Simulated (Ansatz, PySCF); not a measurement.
Breaking a bond: Na2, singlet.

- RKS-LDA (SVWN5)/6-31G* = restricted LDA (SVWN5)/6-31G*, spherical d (PySCF)
- RKS-BP86/6-31G* = restricted BP86/6-31G*, spherical d (PySCF)
- RKS-B3LYP/3-21G = restricted B3LYP/3-21G (PySCF 2.14.0)
- FCI = full CI/aug-cc-pVDZ, frozen core (Ansatz, a first-principles code)

Energies relative to the lowest point of each curve near equilibrium, in kcal/mol; the last columns give the difference from FCI:

```csv
R / Å,RKS-LDA (SVWN5)/6-31G*,RKS-BP86/6-31G*,RKS-B3LYP/3-21G,FCI,RKS-LDA (SVWN5)/6-31G* − FCI,RKS-BP86/6-31G* − FCI,RKS-B3LYP/3-21G − FCI
2.47,4.2,6.1,5.5,8.8,-4.6,-2.7,-3.3
2.66,1.6,2.6,2.4,4.3,-2.7,-1.7,-1.9
2.78,0.6,1.3,1.2,2.4,-1.8,-1.2,-1.3
2.88,0.2,0.5,0.5,1.3,-1.2,-0.8,-0.9
2.99,0.0,0.1,0.1,0.5,-0.5,-0.4,-0.5
3.10,0.1,0.0,0.0,0.1,0.0,-0.1,-0.1
3.15,0.3,0.0,0.1,0.0,0.3,0.0,0.0
3.24,0.7,0.3,0.3,0.0,0.7,0.3,0.3
3.44,1.9,1.2,1.4,0.5,1.4,0.7,0.9
3.59,3.1,2.2,2.5,1.3,1.9,0.9,1.3
3.79,5.0,3.7,4.4,2.6,2.4,1.2,1.8
4.16,8.7,7.0,8.3,5.4,3.2,1.6,2.8
4.68,13.6,11.6,13.6,9.2,4.4,2.4,4.4
5.08,17.0,14.7,17.2,11.5,5.5,3.3,5.7
5.65,20.9,18.4,21.3,13.6,7.3,4.8,7.7
6.19,23.6,20.9,24.3,14.7,9.0,6.3,9.6
6.78,25.8,22.9,26.7,15.3,10.5,7.7,11.4
7.60,27.7,24.7,29.0,15.6,12.1,9.1,13.4
8.46,28.8,25.6,30.6,15.7,13.0,9.9,14.8
9.42,29.4,26.1,31.6,15.8,13.6,10.3,15.8
```

RKS-LDA (SVWN5)/6-31G* is furthest from FCI at 9.42 (13.6 kcal/mol, above); its mean absolute difference over the points is 4.8 kcal/mol.

RKS-BP86/6-31G* is furthest from FCI at 9.42 (10.3 kcal/mol, above); its mean absolute difference over the points is 3.3 kcal/mol.

RKS-B3LYP/3-21G is furthest from FCI at 9.42 (15.8 kcal/mol, above); its mean absolute difference over the points is 4.9 kcal/mol.

The restricted form behind RKS-LDA (SVWN5)/6-31G*, RKS-BP86/6-31G*, RKS-B3LYP/3-21G keeps the bonding electrons paired and can't separate into open-shell fragments.
